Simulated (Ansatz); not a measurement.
Ideal-gas functions of `C#CC#CC` at 298.15 K and 1 bar, from an Ansatz frequency run at PBE0-D4/def2-TZVP.

Molar mass 64.09 g/mol, point group C3v (symmetry number 3), electronic degeneracy 1, moments of inertia 3.155, 246.1, 246.1 u Å². Harmonic wavenumbers (cm⁻¹, unscaled): 148, 148, 347, 347, 533, 533, 657, 657, 691, 1039, 1039, 1200, 1403, 1462, 1462, 2185, 2372, 3046, 3117, 3117, 3485.

Use S(trans) = R[1.5 ln M + 2.5 ln T − 1.1517]; rotational temperatures θ = 24.2544 K / I; S(rot) = R[ln(√π/σ · √(T³/θAθBθC)) + 1.5]; for each mode x = 1.438777 ν̃/T, S = R[x/(eˣ − 1) − ln(1 − e⁻ˣ)] and H = RT x/(eˣ − 1); 1 cm⁻¹ = 0.0119627 kJ/mol; R = 8.31446 J/(mol·K).

By hand: the entropy, in J/(mol·K).

Translation 160.7. Rotation: θ = 7.6876, 0.0986, 0.0986 K, giving 89.9. Vibration, mode by mode: 11.29, 11.29, 4.94, 4.94, 2.43, 2.43, 1.51, 1.51, 1.33, 0.33, 0.33, 0.17, 0.07, 0.06, 0.06, 0.00, 0.00, 0.00, 0.00, 0.00, 0.00, in all 42.7. Electronic 0.0. Sum 293.3 J/(mol·K).

By hand: H − E and G − E in kJ/mol, counted from the electronic energy.

Zero-point energy ½ × 28988 × 0.0119627 = 173.4; thermal vibration 7.6; translation, rotation and pV give 4 RT = 9.9. H − E = 190.9 kJ/mol, and G − E = 190.9 − 298.15 × 293.3/1000 = 103.5 kJ/mol.

Vibration gives 15 % of the entropy, 22.6 J/(mol·K) of it from the modes under 150 cm⁻¹: soft modes count most, and the harmonic formula is weakest for them.
